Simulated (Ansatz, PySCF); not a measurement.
Molecule: S2, charge 0, multiplicity 3. 
Coordinates optimised at B3LYP-D3(BJ)/def2-TZVP (Ansatz, a program for electronic structure):
SMILES: S=S
```xyz
2

S      0.0000     0.0000    -0.9518
S      0.0000     0.0000     0.9518
```
Charge 0, spin multiplicity 3.

Wanted: vertical ionisation energy (to the doublet state of charge +1; each state is the SCF solution reached for its spin; the UHF <S^2> is 1.40 for the doublet (pure: 0.75); for the doublet T1 is 0.088), in eV. Correlated levels leave the core frozen unless marked. UHF or UKS for open shells. No spin-orbit coupling. No relativistic terms. Basis-set limits of correlation are two-point, X^-3; Hartree-Fock from the larger set.

```
level                                         program  vertical ionisation energy (eV)
--------------------------------------------  -------  -------------------------------
r2SCAN/def2-TZVPD                              Ansatz                             9.74
wB97M-V/def2-TZVPD                             Ansatz                             9.56
CCSD/aug-cc-pV(T+d)Z                           Ansatz                             9.54
CCSD/aug-cc-pV(Q+d)Z                           Ansatz                             9.61
CCSD/CBS(def2-TZVPPD,def2-QZVPPD)              Ansatz                             9.66
CCSD(T)/def2-TZVPPD                            Ansatz                             9.43
CCSD(T)/CBS(aug-cc-pV(T+d)Z,aug-cc-pV(Q+d)Z)   Ansatz                             9.60
```

For comparison, minus the highest occupied orbital energy (PySCF): 7.69 eV at MN15/def2-TZVPD, 5.66 eV at BLYP/def2-TZVPD, 5.99 eV at TPSS/def2-TZVPD.
